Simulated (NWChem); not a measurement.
A series in which one site is exchanged, each optimised at PBE0/def2-SVP with NWChem, gas phase unless a solvent is named. For some, no frequency run checked for a minimum. def2 effective core potentials on Zr; no spin-orbit coupling.

A: [Cl][ZrH3] (ZrH3Cl; site = Zr)
B: [TiH3][Cl] (TiH3Cl; site = Ti)
C: CCl (CH3Cl; site = C)
D: [Cl][GeH3] (GeH₃Cl; site = Ge)

Values for A:

- dipole (D), PBE0/def2-SVP = 0.72
- orbital gap (eV), PBE0/def2-SVP = 6.13
- vertical ionisation energy, ΔSCF, B3LYP/def2-SVP (eV) = 10.80
- static polarisability, B3LYP/def2-SVPD (bohr³) = 63.8
- lowest singlet excitation, B3LYP/def2-SVPD, TDA (eV) = 4.00

How do these values change for the other members?


```tsv
change from A	B	C	D
dipole (D), PBE0/def2-SVP	-0.16	+1.15	+1.24
orbital gap (eV), PBE0/def2-SVP	-0.09	+3.46	+2.37
vertical ionisation energy, ΔSCF, B3LYP/def2-SVP (eV)	+0.49	+0.37	+0.29
static polarisability, B3LYP/def2-SVPD (bohr³)	-5.9	-34.3	-16.9
lowest singlet excitation, B3LYP/def2-SVPD, TDA (eV)	-0.73	+3.19	+2.54
```
